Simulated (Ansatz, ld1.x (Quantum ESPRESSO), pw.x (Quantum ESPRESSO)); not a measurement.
## Ag: one change to the TM potential, in the atom and in the bcc crystal

ld1.x (Quantum ESPRESSO) 7.5 input, shortened:

```
&input
   title='Ag', zed=47., rel=1, dft='PW', iswitch=3,
   config='[Kr] 4d10 5s1 5p0'
 /
 &inputp
   pseudotype=2, tm=.true., lloc=-2, rcloc=2.10,
   nlcc=.true., rcore=1.30
 /
3
5S  1  0   1.00   0.00  2.10  2.10  0.0
5P  2  1   0.00   0.00  3.70  3.70  0.0
4D  3  2  10.00   0.00  1.55  1.55  0.0
 &test
   configts(1)='4d10 5s1 5p0'
 /
```

Change: wave 5p (bound): rc 3.70 bohr becomes 5p (bound): rc 2.76 bohr.

Cutoffs, loose and tight: the cutoffs (Ry, on a coarse ladder) from which the occupation-weighted sum of valence levels, in a spherical-Bessel basis at the reference potential, stays within 10 and 1 mRy of its value at 400 Ry. They do not see the model core or the augmentation charge, which bear on the density cutoff. Test errors are all-electron minus pseudo excitation energies from the reference, over the configurations 4d10 5s0 5p0; 4d9 5s0 5p0; 4d8 5s0 5p0; 4d9 5s1 5p0; 4d9 5s2 5p0; 4d9 5s1 5p1; 4d10 5s0 5p1 (two spin-polarised tests are not counted in the largest error); variants that change the core or the reference have their own tests.

Crystal test: bcc Ag in pw.x 7.5, no spin, 14³ k-points, Fermi–Dirac smearing 0.01 Ry, cutoffs set for each file from its atomic test. The reference is all-electron LAPW (Ansatz 0.2.0) with the same functional, mesh and smearing; V0 and B0 come from Birch–Murnaghan fits to the pressures at five volumes. Errors are pseudo minus all-electron; Δ is the rms difference of the E(V) curves that follow from these fits, minima aligned, over ±6 % about the mean V0. Mesh and smearing are coarse, so the numbers serve the comparison and aren't converged zero-temperature values; the lattice is a test structure that the element need not adopt.

All-electron: a0 = 3.183 Å (V0 = 16.12 Å³/atom), B0 = 134.5 GPa.

Does the change bring the crystal closer to the all-electron result?

The mean pressure error goes from +1.81 to +1.35 GPa, so the change moves the solid closer to the all-electron pressures.

```tsv
quantity	base	changed
outcome (atom)	generated	generated
cutoff, loose (atom)	70 Ry	70 Ry
cutoff, tight (atom)	100 Ry	100 Ry
bound ghosts (atom)	none	none
largest test error (meV) (atom)	-410	-410
cutoffs in pw.x (Ry)	120/480	120/480
a0 (Å)	3.197	3.193
a0 error (%)	+0.44	+0.33
B0 error (%)	-0.6	-1.5
Δ (meV/atom)	6.3	4.7
mean pressure error (GPa)	+1.81	+1.35
```

Base: The largest radius (3.70 bohr) exceeds half the bond length (2.61 bohr), so the spheres overlap, which is one possible source of error among others. Changed file: The largest radius (2.76 bohr) exceeds half the bond length (2.61 bohr), so the spheres overlap, which is one possible source of error among others. The atomic cutoffs weigh occupied waves only.
